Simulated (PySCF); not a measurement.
# C₃H₇P: electronic excitations and core binding energies

Wanted: the electronic excitations and core binding energies of C₃H₇P (`C=C(C)P`), by calculation.

Programs: PySCF 2.14.0, with density-fitted response routines of our own. Each step states its level of theory. These are calculated values for one molecule in the gas phase, unless marked as measured. Atoms count from 0, in the outputs and in this text.

## 1. Starting geometry

11 atoms, charge 0, multiplicity 1; geometry from: GFN2-xTB.

Bonds of the start (Å): C0–C1 1.33, C1–C2 1.50, C1–P3 1.83, C0–H4 1.08, C0–H5 1.08, C2–H6 1.09, C2–H7 1.09, C2–H8 1.09, P3–H9 1.39, P3–H10 1.40.

## 2. Excited states and response: CAM-B3LYP/def2-SVPD

The job: settings as JSON, then the geometry in Å.

```
{"job": {"kind": "uv", "xc": "CAM-B3LYP", "basis": "def2-SVPD", "nstates": 8, "ntriplets": 3}, "charge": 0, "multiplicity": 1}
C     -0.128034     1.166760     0.868344
C      0.003283     0.039327     0.184417
C     -1.101948    -0.570697    -0.621396
P      1.534144    -0.968005     0.244378
H     -1.051513     1.724249     0.866677
H      0.675299     1.576744     1.458266
H     -0.812923    -0.632444    -1.671113
H     -1.299157    -1.585366    -0.274569
H     -2.014609     0.015205    -0.541552
H      2.385431     0.081724     0.578727
H      1.815451    -0.844828    -1.118144
```

Level: TDDFT CAM-B3LYP/def2-SVPD, vertical, gas phase, core orbitals frozen in the response.

On the command line:

```console
$ OMP_NUM_THREADS=1 python probes_run.py task.json out
```

This one command runs all jobs of the session in turn.

**Question.** This job is followed by: delta-SCF UKS SCAN, pcX-2 on the ionised atom, pcseg-1 elsewhere, spin-free X2C. What will the session give for the following? lowest singlet (CAM-B3LYP/def2-SVPD); brightest single state of those computed; lowest triplet; C1s binding energies, SCAN/pcX-2; P1s binding energies, SCAN/pcX-2; P2p binding energies, SCAN/pcX-2.

**Answer**, as computed:

```
                                quantity                               value
    lowest singlet (CAM-B3LYP/def2-SVPD)         6.11 eV (203 nm), f = 0.111
brightest single state of those computed         state 5, 7.42 eV, f = 0.171
                          lowest triplet                             4.20 eV
        C1s binding energies, SCAN/pcX-2  C2 290.84, C1 290.55, C0 289.83 eV
        P1s binding energies, SCAN/pcX-2                       P3 2150.01 eV
        P2p binding energies, SCAN/pcX-2                        P3 136.75 eV
```

**Reading.** The first singlet state (HOMO→LUMO 0.87) lies at 6.11 eV and is bright; of the 8 states computed, the strongest absorption comes from state 5 at 7.42 eV. The lowest triplet lies 1.92 eV below the lowest singlet (triplets in Tamm-Dancoff, singlets in full TDDFT). The C1s levels kept as sound span 1.01 eV, from C0 (terminal =CH2 carbon) up to C2 (allylic methyl carbon).
